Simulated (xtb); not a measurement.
xtb input:

```bash
xtb mol.xyz --gfn 2 --sp --chrg 1 --uhf 0
```
mol.xyz:
```
4

O      0.06462128     0.00157913     0.02700513
H      0.00178962     0.80279151    -0.53584283
H      0.01908461    -0.83637053    -0.48137831
H     -0.53784446     0.02094599     0.80118010
```

Question: What final total energy does it print?

Answer: -5.08807 Eh (GFN2-xTB).
